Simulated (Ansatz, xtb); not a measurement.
## Ranking isomers of CHSSi

4 gas-phase structures of CHSSi, found in a search over its isomers (lower ones may exist). Each was relaxed with GFN2-xTB:

A. `[SiH]=C=S`, a doublet
B. a doublet given by its coordinates
C. a doublet given by its coordinates
D. `[C]1=[SiH]S1`, a doublet

C (Å):

```
atom    x (Å)    y (Å)    z (Å)
   C   0.4362  -0.0472   0.3380
   S  -0.7360   0.4445   1.5031
  Si  -0.6493  -1.4327  -0.0531
   H   1.3491   0.4988   0.1724
```

Close contacts (Å): C1–S2 1.72, C1–Si3 1.80, S2–Si3 2.44, C1–H4 1.08.

B (Å):

```xyz
4

C    -1.6276   -1.0105    3.0936
S     0.4321    2.0251    3.6810
Si   -0.6868    0.4599    3.1878
H    -2.0994   -1.3214    2.1648
```

Close contacts (Å): C1–Si3 1.75, S2–Si3 1.99, C1–H4 1.09.

**Question.** Make a reasoned guess at their ranking by r2SCAN-D4/def2-SVP//GFN2-xTB single-point energy.

**Answer.** Calculated order at r2SCAN-D4/def2-SVP//GFN2-xTB: C (0.000), A (0.841), B (1.261), D (2.931) eV.

Energies above the lowest of each column, in eV; the last columns are at r2SCAN-D4/def2-SVP geometries and were run for some of them only (a dash: not run or not comparable):

| structure | GFN2-xTB | HF/STO-3G | r2SCAN-D4/def2-SVP//GFN2-xTB | r2SCAN-D4/def2-SVP | CCSD(T)/def2-TZVP |
| --- | --- | --- | --- | --- | --- |
| C | 0.000 | 0.000 | 0.000 | 0.000 | 0.000 |
| A | 0.579 | 0.850 | 0.841 | 0.674 | 0.863 |
| B | 0.060 | 1.717 | 1.261 | 1.231 | 1.369 |
| D | 0.996 | 3.585 | 2.931 | – | – |

Every level run on C puts it lowest or level with the lowest. Frequencies (r2SCAN-D4/def2-SVP) were run for A, B, C alone. Open shells are spin-unrestricted, some with notable spin contamination. Large T1 diagnostics make some coupled-cluster values less sure.

Over these structures GFN2-xTB departs from r2SCAN-D4/def2-SVP//GFN2-xTB by 0.719 eV on average once a common shift is removed. A GFN2-xTB relaxation took about 0.081 s and the r2SCAN-D4/def2-SVP//GFN2-xTB energy about 1.5 s on a shared host (Ansatz 0.2.0, xtb 6.7.1).
